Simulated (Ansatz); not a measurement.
# C3H7N: the cost of one run

Program: Ansatz 0.2.0. Level of theory: RKS PBE/def2-SVP. These are calculated values, not measurements.

### 1 Starting point

Bond lengths: C1–C2 1.498 Å, C2–N3 1.455 Å, C1–C4 1.541 Å, N3–C4 1.474 Å, C1–H5 1.146 Å, C1–H6 1.146 Å, C2–H7 1.089 Å, C2–H8 1.062 Å, N3–H9 1.083 Å, C4–H10 1.030 Å, C4–H11 1.094 Å. Angles (14 of 21 angles, heavy atoms first): C1–C2–N3 85.8°, C2–C1–C4 88.8°, C2–N3–C4 93.1°, C1–C4–N3 83.6°, C1–C2–H7 117.3°, C1–C2–H8 114.4°, N3–C2–H7 113.9°, N3–C2–H8 111.6°, C2–C1–H5 116.4°, C2–C1–H6 115.1°, C4–C1–H5 117.9°, C4–C1–H6 114.4°, C2–N3–H9 113.0°, C4–N3–H9 111.8°.

Structure file:

```xyz
11

C    -0.5461    0.5498   -0.3379
C    -0.6261   -0.5222    0.7053
N     0.8237   -0.5849    0.5975
C     0.8290   -0.0048   -0.7576
H    -1.3823    0.5608   -1.1215
H    -0.5214    1.6213    0.0668
H    -0.9823   -0.2322    1.6924
H    -1.0825   -1.4229    0.3749
H     1.3291    0.0549    1.3110
H     1.5431    0.6997   -0.9915
H     0.6812   -0.7766   -1.5189
```

### 2 Relaxing end A

File input.yaml:

```yaml
crystal:
  periodic: [false, false, false]
  atoms:
    - { symbol: C, position_ang: [-0.5461, 0.5498, -0.3379] }
    - { symbol: C, position_ang: [-0.6261, -0.5222, 0.7053] }
    - { symbol: "N", position_ang: [0.8237, -0.5849, 0.5975] }
    - { symbol: C, position_ang: [0.829, -0.0048, -0.7576] }
    - { symbol: H, position_ang: [-1.3823, 0.5608, -1.1215] }
    - { symbol: H, position_ang: [-0.5214, 1.6213, 0.0668] }
    - { symbol: H, position_ang: [-0.9823, -0.2322, 1.6924] }
    - { symbol: H, position_ang: [-1.0825, -1.4229, 0.3749] }
    - { symbol: H, position_ang: [1.3291, 0.0549, 1.311] }
    - { symbol: H, position_ang: [1.5431, 0.6997, -0.9915] }
    - { symbol: H, position_ang: [0.6812, -0.7766, -1.5189] }
basis:
  gaussian: { orbitals: def2-SVP }
hamiltonian:
  xc: pbe
relax:
  f_tol: 0.02
  max_steps: 50
output:
  orbitals: {}
```

Run with:

```sh
> ansatz run input.yaml --threads 2 --pin off --max-ram 3072MiB --backend cpu --events-out ev --progress --plain --runs-dir out
```

Q: Estimate wall time and peak memory on 2 threads of Intel Xeon Platinum 8259CL at 2.50GHz (Skylake/Cascade Lake), shared host.

About 26 s, with a peak of 0.19 GiB.
